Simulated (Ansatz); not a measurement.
## Smallest direct gap on the k points sampled of tetradymite Bi2Se3 at several levels of theory

No measured value is used here.

| level (code) | value (eV) | cell (Å³/atom) |
|---|---|---|
| LDA+SOC (Ansatz) | 0.32 | 28.38 |
| BLYP (Ansatz) | 0.26 | 28.38 |
| PBEsol+SOC (Ansatz) | 0.35 | 28.38 |
| PBE-D3(BJ) (Ansatz) | 0.17 | 28.22 |
| PBEsol-D3(BJ) (Ansatz) | 0.03 | 26.61 |
| rVV10 (Ansatz) | 0.12 | 29.97 |
| r²SCAN-D4 (Ansatz) | 0.68 | 29.30 |
| r²SCAN+rVV10 (Ansatz) | 0.60 | 29.04 |
| B3LYP (VWN-RPA form) (Ansatz) | 1.02 | 28.38 |
| HSE06+SOC (Ansatz) | 0.15 | 28.38 |
| r²SCAN0 (Ansatz) | 1.36 | 28.38 |
| G0W0@PBEsol (Ansatz) | 0.75 | 28.38 |

At these levels the smallest gap is indirect and lower: LDA+SOC 0.24, PBEsol+SOC 0.24 eV. Computed values are for a static lattice. Levels without +SOC have no spin–orbit coupling; where heavier elements are present it shifts gaps, mostly down, and can invert bands.  G0W0@PBEsol: filled d or f shells below the valence bands can shift G0W0 gaps through exchange with them, which wasn't tested here. G0W0@PBEsol: a quasiparticle level at a band edge is in doubt. Values are at the measured cell; PBE-D3(BJ) at the level's own relaxed cell; PBEsol-D3(BJ) at the level's own relaxed cell; rVV10 at the level's own equilibrium cell; r²SCAN-D4 at the level's own relaxed cell; r²SCAN+rVV10 at the level's own relaxed cell. Cutoffs and k meshes differ between the levels. Ansatz's density-functional and Hartree–Fock values are scalar-relativistic unless marked +SOC, with PAW data made under PBE.

Ansatz is a program for electronic structure.
